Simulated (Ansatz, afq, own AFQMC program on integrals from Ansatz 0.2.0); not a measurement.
Two steps: Ansatz 0.2.0 writes the Fock matrix and Cholesky factors of the valence space, and afq projects on them the lowest state that overlaps trial and start.

```yaml
crystal:
  periodic: [false, false, false]
  atoms:
    - {symbol: Si, position_ang: [-0.945837, 0.000000, 0.000000]}
    - {symbol: H, position_ang: [-1.440709, 1.399708, 0.000000]}
    - {symbol: H, position_ang: [-1.440708, -0.699854, 1.212183]}
    - {symbol: H, position_ang: [-1.440709, -0.699854, -1.212183]}
    - {symbol: H, position_ang: [0.642163, 0.000000, 0.000000]}
    - {symbol: O, position_ang: [1.892163, 0.000000, 0.000000]}
basis:
  gaussian: {orbitals: cc-pVTZ}
magnetization: {spin_polarized: true, initial_magnetization: 2}
correlation: {method: ccsd_t, electrons: outside_noble_gas, hamiltonian_folder: ham}
```

```sh
$ ansatz run in.yaml --threads 1 --pin off --events-out ev --progress --plain --max-ram 16896MiB --backend cuda --devices 0, --max-vram 18GiB
```

afq runs on the folder ham with

```
--method phaseless --trial cisd --walkers 600 --populations 10 --least-time 60 --time-step 0.005 --steps-per-block 50 --equilibration-blocks 28 --max-blocks 4000 --target-error 0.00022 --factor-cut 1e-05 --start spin_pure --seed 7411 --release-times 0.24,0.51,0.99,1.62,2.4 --release-step 0.03 --release-every 3 --taylor-order 6
```

Times are imaginary, in 1/Eh. The walk had a cap of 235 s. With eight or more populations the least sampling time is a fifth of least-time, and the error comes from their spread.

afq prints:

```
orbitals 114  electrons 8 6  factors 686 of 691
reference energy -366.02668794 Eh
CCSD correlation -0.36196431 Eh in 11 cycles, weight of the determinant in the CISD state 0.8641
energy of the start -366.386712 Eh
 block  time / (1/Eh)  mean weight  energy / Eh
     1     0.250  1.0017  -366.383832
     2     0.500  0.9993  -366.386834
     3     0.750  1.0002  -366.390169
     4     1.000  0.9995  -366.392935
     5     1.250  1.0006  -366.396554
    10     2.500  0.9999  -366.398676
    25     6.250  0.9990  -366.399301
    40    10.000  1.0004  -366.398141
    55    13.750  1.0003  -366.400807
    70    17.500  1.0020  -366.402801
    85    21.250  0.9995  -366.399044
    94    23.500  0.9989  -366.396920
   100    25.000  1.0016  -366.397222
   115    28.750  1.0007  -366.400436
   130    32.500  0.9994  -366.400602
   133    33.250  1.0004  -366.403945
   145    36.250  1.0005  -366.398688
   148    37.000  1.0003  -366.400115
error from the spread of 10 populations
released: time / (1/Eh)  energy / Eh  error  mean overlap
  0.24  -366.399990  0.000207  0.9995
  0.51  -366.400267  0.000233  0.9966
  0.99  -366.400621  0.000370  0.9914
  1.62  -366.400858  0.000322  0.9737
  2.40  -366.401781  0.000307  0.9508
energy -366.399974 +/- 0.000187 Eh
(rows thinned)
```

The run passed its tests (sampling time, drift between the halves within three errors, error under three times the target), which doesn't prove that it has relaxed.

Against this walk (error 5.1 meV) on the same determinant: CCSD(T) 32.6 meV higher. The error is statistical and leaves out the bias of the constraint. None of these is a sure reference here. The released energies are still falling (meV from the phaseless value at times in 1/Eh: 0 ± 6 at 0.24, -8 ± 6 at 0.51, -18 ± 10 at 0.99, -24 ± 9 at 1.62, -49 ± 8 at 2.40), so they give no level; they do show a bias of the constraint, and the last of them that isn't too noisy lies 82 meV below CCSD(T).

Cautions: constraint bias not in the error; lower spins were not checked.

The walk took 3.2 min on 1 × NVIDIA H100 80GB HBM3 with 2 threads of AMD EPYC 7R13 Processor (Zen 3), with other jobs on the host (the card was shared). The log's last line is the phaseless energy.

A walk keeps the symmetry of its determinant, which the program's search chose and which needn't be the lowest solution, so a lower state of the same spin and another symmetry isn't excluded.
